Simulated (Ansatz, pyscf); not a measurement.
`[SiH2]` [singlet] + `[OH2]` → `[OH][SiH3]`, an insertion on the singlet surface: H–O broken, H–Si, O–Si formed. Optimised with ωB97X-D3(BJ)/def2-SVP in PySCF. Wave-function energies: Ansatz (a program for electronic structure), frozen core, RHF or UHF references. In kcal/mol, from the separated reactants.

```csv
level,barrier,reaction energy
r²SCAN/def2-TZVP,-4.41,-82.02
PBE/def2-TZVP,-4.35,-75.14
CCSD(T)/cc-pV(D+d)Z,9.30,-70.17
CCSDT(Q)/cc-pV(D+d)Z,?,?
CCSD(T)/cc-pV(T+d)Z,7.08,-75.09
CCSD(T)/cc-pV(Q+d)Z,?,-76.46
```

Q: Some entries are withheld; supply them.

A: 
- CCSDT(Q)/cc-pV(D+d)Z, barrier: 8.77
- CCSDT(Q)/cc-pV(D+d)Z, reaction energy: -70.10
- CCSD(T)/cc-pV(Q+d)Z, barrier: 6.34

In cc-pV(D+d)Z, going from CCSD(T) to CCSDT(Q) shifts the barrier by -0.52 and the reaction energy by +0.07 kcal/mol. With HF in the quadruple-zeta basis and the correlation energy extrapolated as X⁻³ from X = 3, 4, CCSD(T) gives 5.84 and -77.23; adding the double-zeta shift gives ΔE‡ = 5.31 and ΔE = -77.16 kcal/mol, without core correlation, relativity or geometry relaxation at these levels. On the reactant side the descent ends in an adduct with a O–Si contact, 19.82 kcal/mol under the separated species and 23.28 kcal/mol under the saddle at ωB97X-D3(BJ)/def2-TZVP. At r²SCAN, PBE the saddle lies under the separated reactants, which points to a path from their complex (located at ωB97X-D3(BJ) alone). What is counted as formed (O–Si) is already present as a longer contact in the reactant adduct; forming that adduct is a step of its own. At ωB97X-D3(BJ)/def2-TZVP the barrier from the zero used here is 3.46 kcal/mol. One saddle was located; it need not be the lowest between these sides.
